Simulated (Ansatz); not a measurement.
System: fluorite CeO2. Method: PBEsol (plane waves, PAW; Ansatz, a first-principles code).

Run with plane-wave cutoff 520 eV, 8×8×8 k mesh, no spin polarisation, scalar-relativistic PAW data made under PBE.

Computed at the level's own relaxed cell.

Hill averages of the elastic tensor: K = 192.2 GPa, G = 80.1 GPa. Volume 13.106 Å³/atom, mean atomic mass 57.372 u.

Work out the density, the sound velocities of a polycrystal and the elastic Debye temperature at this level.

ρ = 1.66054 × 57.372/13.106 = 7.269 g/cm³. v_l = √[(K + 4G/3)/ρ] = 6.414 km/s and v_t = √(G/ρ) = 3.320 km/s. The mean follows from 3/v_m³ = 1/v_l³ + 2/v_t³: v_m = 3.716 km/s. Θ_D = (ħ/k_B) v_m (6π²/V)^(1/3) = 76.38 K Å s/km × 3.716 × 1.6532 Å⁻¹ = 469 K, counting all atoms of the cell.
